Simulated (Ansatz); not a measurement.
```yaml
crystal:
  periodic: [false, false, false]
  atoms:
    - {symbol: N, position_ang: [-1.937817, 0.322752, 0.001311]}
    - {symbol: B, position_ang: [-0.740876, -0.004052, 0.000145]}
    - {symbol: P, position_ang: [1.088441, -0.182733, -0.000741]}
    - {symbol: H, position_ang: [1.427575, 1.173723, 0.002977]}
basis:
  gaussian: {orbitals: def2-TZVP}
magnetization: {spin_polarized: true, initial_magnetization: 2}
hamiltonian: {xc: pbe0}
relax: {f_tol: 0.004, max_steps: 80}
```

```sh
$ ansatz run in.yaml --threads 1 --pin off --events-out ev --progress --plain --max-ram 2176MiB
```

Steps of the relaxation (energy above the last step; positions in Å, forces in eV/Å):

```
4
step 1, 306.6 meV
N    -1.938    0.323    0.001   -5.385    1.219    0.005
B    -0.741   -0.004    0.000    5.591   -0.842   -0.004
P     1.088   -0.183   -0.001   -0.027   -0.921   -0.003
H     1.428    1.174    0.003   -0.179    0.544    0.002
```

```
4
step 2, 53.5 meV
N    -1.951    0.343    0.001   -1.505    0.191    0.001
B    -0.695    0.013    0.000    1.731    0.040    0.000
P     1.125   -0.222   -0.001   -0.102   -0.412   -0.001
H     1.359    1.175    0.003   -0.125    0.182    0.001
```

```
4
step 3, 7.4 meV
N    -1.949    0.348    0.001   -0.120   -0.064    0.000
B    -0.655    0.048    0.000    0.313    0.080    0.000
P     1.147   -0.255   -0.001   -0.214    0.001    0.000
H     1.294    1.168    0.003    0.021   -0.017    0.000
```

```
4
step 4, 3.3 meV
N    -1.956    0.335    0.001    0.070   -0.073    0.000
B    -0.652    0.063    0.000    0.002    0.082    0.000
P     1.140   -0.255   -0.001   -0.095    0.018    0.000
H     1.304    1.167    0.003    0.023   -0.027    0.000
```

```
4
step 7, 0.0 meV
N    -1.976    0.300    0.001   -0.001    0.000    0.000
B    -0.661    0.094    0.000    0.000    0.000    0.000
P     1.123   -0.247   -0.001    0.000    0.000    0.000
H     1.351    1.163    0.003    0.001    0.000    0.000
```

Close pairs at the end: N1–B2 1.330 Å, P3–H4 1.428 Å, B2–P3 1.817 Å.

A stationary point of unrestricted PBE0 after 7 steps, with ⟨S²⟩ = 2.037 against 2.00 for a pure state; no frequencies were run, so it isn't proven a minimum. 25 s on 1 thread of Intel Xeon 6975P-C, shared host.
